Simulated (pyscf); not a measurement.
NH₃ (SMILES N) + H₂N–GaH–NH₂ (SMILES [NH2][GaH][NH2]) -> H₂N–Ga(NH₂)–NH₂ (SMILES [NH2][Ga]([NH2])[NH2]) + H₂ (SMILES [H][H]), a four-centre exchange (singlet surface; H–N, Ga–H broken, Ga–N, H–H formed). Optimised with ωB97X-D3(BJ)/def2-SVP in PySCF. Energies in kJ/mol from the separated reactants.

AM1 to PM7: differences of heats of formation from MOPAC, which are fitted to 298 K values and so differ in kind from electronic energies by zero-point and thermal terms. 

Task: In single points AM1 puts the saddle at 171.5 kJ/mol and the reaction energy at +29.4 kJ/mol. Should these be trusted to within a few kcal/mol? Compare with ωB97M-D3(BJ)/def2-TZVP.

Result: ωB97M-D3(BJ)/def2-TZVP gives ΔE‡ = 108.8 kJ/mol and ΔE = +1.2 kJ/mol. AM1 lies 62.7 kJ/mol over it in the barrier and 28.2 kJ/mol over it in the reaction energy, so on this step it does not hold to within 12.6 kJ/mol. ωB97M-D3(BJ)/def2-TZVP has limits of its own. On the reactant side the descent ends in an adduct with a Ga–N contact, 74.9 kJ/mol under the separated species and 176.7 kJ/mol under the saddle at ωB97X-D3(BJ)/def2-TZVP. What is counted as formed (Ga–N) is already present as a longer contact in the reactant adduct; forming that adduct is a step of its own. At the saddle there is also a short Ga–H contact that neither side keeps. This is the saddle that the search found; another between the same sides may lie lower. In the def2 sets elements up to Kr have no core potential.
